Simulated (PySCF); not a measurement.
Compound: silicon monosulfide, SiS.
SMILES: `[Si-]#[S+]`

Method: PBE0-D3(BJ)/def2-SVP geometry optimisation, gas phase (PySCF).

Masses are those of the commonest isotopes; rigid-rotor values at the optimised geometry. 

(1) What are the moment of inertia and the rotational constant?

(2) List the first levels of a rigid rotor in a Σ state.

(3) Where do the first rotational lines fall?

(4) Estimate the classical rotational partition function at 10 K, 100 K and 500 K.

Results:

(1) I = 56.141 u·Å², B = 505379 MHz·u·Å²/I = 9002 MHz (0.3003 cm⁻¹, or 0.432 K as hB/k). For two atoms I = μr² with μ = 14.9207 u and r = 1.9397 Å.

(2) E(J) = BJ(J+1): J = 1: 0.601, J = 2: 1.802, J = 3: 3.603, J = 4: 6.005, J = 5: 9.008, J = 6: 12.612 cm⁻¹.

(3) The dipole is 1.56 D; J+1 ← J lies at 2B(J+1): 1 ← 0 at 18.00 GHz, 2 ← 1 at 36.01 GHz, 3 ← 2 at 54.01 GHz, 4 ← 3 at 72.02 GHz, 5 ← 4 at 90.02 GHz, 6 ← 5 at 108.02 GHz.

(4) Point group C∞v, symmetry number σ = 1; q = kT/(σhB), k/h = 20836.6 MHz/K: 23.1 at 10 K, 231 at 100 K, 1160 at 500 K.

Stationary, but not proved a minimum. These are rigid-rotor constants of the computed structure; measured ground-state constants (B0) also hold zero-point vibration.
